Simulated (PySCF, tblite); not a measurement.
# ethyl propyl sulfide (C₅H₁₂S): a rotation path, then NMR shifts on frames, part 2 of 2

tblite 0.8.0 and PySCF 2.14.0. Atoms count from 0. Earlier steps stand in the parts before.

**5. NMR shieldings: image 4, PBE0/pcSseg-1**

Job settings and geometry (Å):

```
{"job": {"kind": "nmr", "xc": "PBE0", "basis": "pcSseg-1", "pop": false}, "charge": 0, "multiplicity": 1}
C     -2.797100     0.049200    -0.513000
C     -1.918100     0.091900     0.730400
C     -0.503900    -0.391100     0.444000
S      0.387300     0.754000    -0.680800
C      2.042500     0.793700     0.091600
C      2.857400    -0.464800    -0.143800
H     -3.787900     0.437600    -0.294500
H     -2.898400    -0.973000    -0.870700
H     -2.352000     0.650000    -1.304500
H     -2.344500    -0.548500     1.508900
H     -1.878500     1.111900     1.116600
H      0.081300    -0.441000     1.361500
H     -0.525800    -1.373600    -0.028300
H      1.902300     0.983100     1.155700
H      2.530900     1.657500    -0.359600
H      2.381600    -1.328500     0.317200
H      2.962900    -0.654700    -1.208500
H      3.851200    -0.347400     0.286300
```

With the program's defaults for keys left out, this is: GIAO PBE0/pcSseg-1 NMR shielding, non-relativistic, gas phase.

Standard output:

```text
coarse grid: 14496 points
cycle   1  E = -595.4380851762  dE =  3.290e-01  |g| = 3.758e-01  |ddm| = 3.540e+00
cycle   2  E = -595.4378192180  dE =  2.660e-04  |g| = 3.946e-01  |ddm| = 7.343e-01
cycle   3  E = -595.4782982361  dE = -4.048e-02  |g| = 3.042e-02  |ddm| = 3.413e-01
cycle   4  E = -595.4784774814  dE = -1.792e-04  |g| = 1.602e-02  |ddm| = 5.891e-02
cycle   5  E = -595.4785408307  dE = -6.335e-05  |g| = 4.471e-03  |ddm| = 2.376e-02
cycle   6  E = -595.4785452819  dE = -4.451e-06  |g| = 1.383e-03  |ddm| = 4.691e-03
final grid: 132256 points
cycle   7  E = -595.5185546380  dE = -3.498e-05  |g| = 9.779e-03  |ddm| = 2.831e-02
cycle   8  E = -595.5185418430  dE =  1.279e-05  |g| = 1.208e-02  |ddm| = 1.818e-02
cycle   9  E = -595.5185787130  dE = -3.687e-05  |g| = 5.901e-04  |ddm| = 1.070e-02
cycle  10  E = -595.5185787987  dE = -8.572e-08  |g| = 2.007e-04  |ddm| = 8.731e-04
cycle  11  E = -595.5185788081  dE = -9.433e-09  |g| = 3.816e-05  |ddm| = 1.790e-04
cycle  12  E = -595.5185788085  dE = -3.519e-10  |g| = 1.276e-05  |ddm| = 5.896e-05
converged SCF energy = -595.5185788085

GIAO shielding tensors (ppm)
atom      isotropic    diamagn.    paramagn.     s11        s22        s33       span
  0 C      171.503     247.252     -75.750    158.187    170.151    186.170     27.982
  1 C      157.741     247.308     -89.567    144.985    156.069    172.169     27.184
  2 C      143.934     252.993    -109.058    118.051    151.952    161.800     43.749
  3 S      494.569    1059.313    -564.744    360.431    442.870    680.406    319.974
  4 C      148.867     251.753    -102.887    136.950    139.038    170.613     33.663
  5 C      167.535     247.369     -79.835    147.243    168.357    187.004     39.761
  6 H       30.659      27.446       3.213     25.934     27.580     38.463     12.529
  7 H       31.040      29.614       1.426     27.008     28.755     37.356     10.348
  8 H       30.523      30.410       0.112     24.945     31.839     34.783      9.838
  9 H       29.879      30.109      -0.230     24.487     28.271     36.880     12.394
 10 H       30.131      31.296      -1.166     25.699     29.508     35.185      9.486
 11 H       29.774      34.141      -4.367     23.742     31.052     34.527     10.785
 12 H       28.660      33.527      -4.867     23.338     28.752     33.890     10.553
 13 H       29.292      32.623      -3.331     23.335     29.609     34.932     11.596
 14 H       29.208      31.181      -1.972     22.997     28.006     36.621     13.624
 15 H       30.459      30.828      -0.369     25.758     30.745     34.875      9.117
 16 H       30.571      29.605       0.967     26.623     28.731     36.360      9.736
 17 H       30.418      27.475       2.943     25.429     27.280     38.545     13.116
```

Wall time 16 s (1 thread of Arm Neoverse V2, shared host); peak memory 0.79 GiB.

In short: δ C2 43.0, C4 38.1, C1 29.2, C5 19.4, H12 3.06, H14 2.51 ppm.

**6. Shielding tensors: image 6, PBE0/pcSseg-1**

Job settings and geometry (Å):

```
{"job": {"kind": "nmr", "xc": "PBE0", "basis": "pcSseg-1", "pop": false}, "charge": 0, "multiplicity": 1}
C     -2.633900    -0.116500    -0.624000
C     -1.999900     0.142400     0.737100
C     -0.500900    -0.118300     0.731700
S      0.394200     1.090000    -0.317600
C      2.116500     0.753700     0.191600
C      2.685000    -0.532600    -0.379000
H     -3.695600     0.113600    -0.600500
H     -2.514500    -1.160100    -0.906500
H     -2.158700     0.504800    -1.380800
H     -2.451800    -0.515000     1.486700
H     -2.186000     1.174300     1.039000
H     -0.088500    -0.019900     1.737200
H     -0.292600    -1.116000     0.344300
H      2.140400     0.748000     1.281600
H      2.678300     1.614400    -0.172200
H      2.141800    -1.399100    -0.006800
H      2.627600    -0.524100    -1.464400
H      3.729800    -0.633300    -0.089100
```

Level: GIAO PBE0/pcSseg-1 NMR shielding, non-relativistic, gas phase.

Standard output:

```text
coarse grid: 14496 points
cycle   1  E = -595.4395577886  dE =  3.275e-01  |g| = 3.751e-01  |ddm| = 3.547e+00
cycle   2  E = -595.4392964698  dE =  2.613e-04  |g| = 3.941e-01  |ddm| = 7.339e-01
cycle   3  E = -595.4796269749  dE = -4.033e-02  |g| = 3.087e-02  |ddm| = 3.426e-01
cycle   4  E = -595.4798141192  dE = -1.871e-04  |g| = 1.578e-02  |ddm| = 6.060e-02
cycle   5  E = -595.4798753798  dE = -6.126e-05  |g| = 4.515e-03  |ddm| = 2.407e-02
cycle   6  E = -595.4798799148  dE = -4.535e-06  |g| = 1.406e-03  |ddm| = 4.914e-03
final grid: 132256 points
cycle   7  E = -595.5193032801  dE = -3.551e-05  |g| = 1.023e-02  |ddm| = 2.877e-02
cycle   8  E = -595.5192893805  dE =  1.390e-05  |g| = 1.263e-02  |ddm| = 1.860e-02
cycle   9  E = -595.5193296716  dE = -4.029e-05  |g| = 6.247e-04  |ddm| = 1.104e-02
cycle  10  E = -595.5193297689  dE = -9.733e-08  |g| = 1.957e-04  |ddm| = 9.058e-04
cycle  11  E = -595.5193297778  dE = -8.818e-09  |g| = 4.222e-05  |ddm| = 1.815e-04
cycle  12  E = -595.5193297782  dE = -4.441e-10  |g| = 1.256e-05  |ddm| = 7.068e-05
converged SCF energy = -595.5193297782

GIAO shielding tensors (ppm)
atom      isotropic    diamagn.    paramagn.     s11        s22        s33       span
  0 C      171.008     247.157     -76.149    157.943    169.748    185.333     27.390
  1 C      160.762     246.889     -86.127    155.002    155.615    171.670     16.668
  2 C      145.042     253.250    -108.208    115.136    157.945    162.044     46.908
  3 S      501.114    1059.067    -557.953    369.090    440.288    693.964    324.874
  4 C      150.911     251.467    -100.556    137.507    144.370    170.855     33.347
  5 C      168.872     247.502     -78.630    147.617    172.473    186.527     38.909
  6 H       30.653      27.480       3.173     25.978     27.678     38.303     12.325
  7 H       30.963      29.952       1.011     27.002     28.826     37.061     10.059
  8 H       30.362      30.505      -0.143     24.603     31.680     34.803     10.201
  9 H       29.839      29.753       0.085     24.407     28.267     36.842     12.434
 10 H       30.054      30.726      -0.672     25.554     29.097     35.511      9.957
 11 H       29.430      33.419      -3.989     23.854     29.504     34.932     11.078
 12 H       28.756      34.006      -5.251     23.289     29.559     33.419     10.130
 13 H       29.254      32.048      -2.793     23.670     29.068     35.025     11.354
 14 H       29.144      30.809      -1.665     22.888     28.003     36.542     13.653
 15 H       30.309      31.081      -0.772     25.314     30.701     34.911      9.597
 16 H       30.594      29.842       0.752     26.583     28.801     36.398      9.814
 17 H       30.413      27.600       2.813     25.395     27.376     38.466     13.071
```

Run time: 16 s. Hardware: 1 thread of Arm Neoverse V2, shared host; peak memory 0.79 GiB.

In short: δ C2 41.9, C4 36.0, C1 26.2, C5 18.1, H12 2.96, H14 2.57 ppm.

**7. Shielding tensors: image 8, PBE0/pcSseg-1**

Job settings and geometry (Å):

```
{"job": {"kind": "nmr", "xc": "PBE0", "basis": "pcSseg-1", "pop": false}, "charge": 0, "multiplicity": 1}
C     -2.305200    -0.296500    -0.687700
C     -2.005300     0.198500     0.721300
C     -0.522200     0.123000     1.049300
S      0.428800     1.333900     0.056200
C      2.112700     0.661500     0.270500
C      2.389400    -0.519800    -0.640500
H     -3.370700    -0.231600    -0.893800
H     -1.993400    -1.333000    -0.803700
H     -1.772300     0.309500    -1.416400
H     -2.549800    -0.407100     1.450900
H     -2.340000     1.232500     0.824900
H     -0.342800     0.355300     2.100800
H     -0.129300    -0.868400     0.823900
H      2.229800     0.398600     1.322300
H      2.776800     1.492600     0.036200
H      1.717000    -1.347800    -0.425100
H      2.255300    -0.230400    -1.680100
H      3.412200    -0.864500    -0.500600
```

Method: GIAO PBE0/pcSseg-1 NMR shielding, non-relativistic, gas phase.

Standard output:

```text
coarse grid: 14496 points
cycle   1  E = -595.4390277173  dE =  3.370e-01  |g| = 3.773e-01  |ddm| = 3.556e+00
cycle   2  E = -595.4382903591  dE =  7.374e-04  |g| = 3.987e-01  |ddm| = 7.388e-01
cycle   3  E = -595.4795050541  dE = -4.121e-02  |g| = 3.193e-02  |ddm| = 3.500e-01
cycle   4  E = -595.4797127595  dE = -2.077e-04  |g| = 1.558e-02  |ddm| = 6.631e-02
cycle   5  E = -595.4797726411  dE = -5.988e-05  |g| = 4.358e-03  |ddm| = 2.502e-02
cycle   6  E = -595.4797767378  dE = -4.097e-06  |g| = 1.395e-03  |ddm| = 4.977e-03
final grid: 132256 points
cycle   7  E = -595.5189312072  dE = -3.645e-05  |g| = 9.855e-03  |ddm| = 2.698e-02
cycle   8  E = -595.5189183185  dE =  1.289e-05  |g| = 1.216e-02  |ddm| = 1.780e-02
cycle   9  E = -595.5189555993  dE = -3.728e-05  |g| = 6.062e-04  |ddm| = 1.069e-02
cycle  10  E = -595.5189556931  dE = -9.384e-08  |g| = 1.878e-04  |ddm| = 9.322e-04
cycle  11  E = -595.5189557011  dE = -8.002e-09  |g| = 4.575e-05  |ddm| = 1.783e-04
cycle  12  E = -595.5189557017  dE = -5.291e-10  |g| = 1.156e-05  |ddm| = 7.483e-05
converged SCF energy = -595.5189557017

GIAO shielding tensors (ppm)
atom      isotropic    diamagn.    paramagn.     s11        s22        s33       span
  0 C      171.495     247.353     -75.857    156.555    172.046    185.885     29.330
  1 C      162.725     247.395     -84.671    155.143    161.433    171.597     16.454
  2 C      146.579     252.625    -106.047    117.691    156.882    165.163     47.472
  3 S      513.975    1058.689    -544.714    397.819    425.358    718.748    320.929
  4 C      153.960     251.374     -97.414    140.694    148.671    172.515     31.821
  5 C      169.354     247.792     -78.438    146.757    174.781    186.524     39.767
  6 H       30.681      27.893       2.788     25.950     27.787     38.307     12.356
  7 H       31.084      30.430       0.654     27.068     29.229     36.954      9.886
  8 H       29.899      30.575      -0.676     24.247     31.277     34.173      9.927
  9 H       29.958      29.576       0.381     24.453     28.240     37.180     12.727
 10 H       30.281      30.479      -0.198     25.636     28.990     36.216     10.580
 11 H       28.652      32.099      -3.447     22.614     28.204     35.139     12.525
 12 H       29.547      34.009      -4.462     24.549     30.466     33.624      9.076
 13 H       29.371      31.505      -2.134     23.892     28.669     35.552     11.660
 14 H       29.272      30.469      -1.197     22.937     28.027     36.853     13.916
 15 H       30.326      31.358      -1.032     25.455     30.875     34.647      9.192
 16 H       30.563      30.036       0.527     26.584     28.820     36.284      9.700
 17 H       30.466      27.978       2.488     25.270     27.402     38.727     13.457
```

It took 16 s on 1 thread of Arm Neoverse V2, shared host; peak memory 0.79 GiB.

Key values: δ C2 40.3, C4 33.0, C1 24.2, C5 17.6, H11 3.06, H14 2.44 ppm.

**8. Side by side: NMR shifts**

Shifts (ppm) of some atoms, chosen among heavy atoms and hydrogens apart, with basis size and wall time:

```csv
frame,C2,C4,C1,C5,H11,H12,S3,functions,time
image 0,37.1,29.3,23.8,17.1,2.82,2.00,-6,169,22 s
image 2,40.0,34.6,28.8,18.9,2.22,2.50,6,169,16 s
image 4,43.0,38.1,29.2,19.4,1.94,3.06,9,169,16 s
image 6,41.9,36.0,26.2,18.1,2.29,2.96,3,169,16 s
image 8,40.3,33.0,24.2,17.6,3.06,2.17,-10,169,16 s
```

**9. Summary of results**

What follows sums up all 2 parts.

```
                                       quantity                                                                       value
                                        barrier                                          0.047 eV (1.1 kcal/mol) at image 4
                          end to end (GFN2-xTB)                                                                    0.046 eV
13C shifts against TMS (PBE0/pcSseg-1, image 0)                                            37.1, 29.3, 23.8, 17.1, 13.9 ppm
 1H shifts against TMS (PBE0/pcSseg-1, image 0)  2.82, 2.46, 2.18, 2.00, 1.98, 1.58, 1.42, 1.34, 1.27, 1.15, 0.98, 0.51 ppm
33S shifts against CS2 (PBE0/pcSseg-1, image 0)                                                                      -6 ppm
          surface potential, 1st and 99th percentile                                                          -1.13 V and 0.80 V
                       range of the shift of S3                                                                -10 to 9 ppm
```

Along the band the dihedral turns by 117°, and the top (dihedral 139°) lies 1.1 kcal/mol above the start (GFN2-xTB, rough), so at room temperature this motion is fast. Ends this close can change order at a higher level. The top was not checked by a frequency run. Shifts at one fixed geometry are not the observed spectrum, which averages over the motion. In the first frame run (image 0): The widest tensor belongs to S3: span 292 ppm, with a paramagnetic part of -549 ppm. Across the 5 runs the shift of S3 moves most, between -10 (image 8) and 9 ppm (image 4).
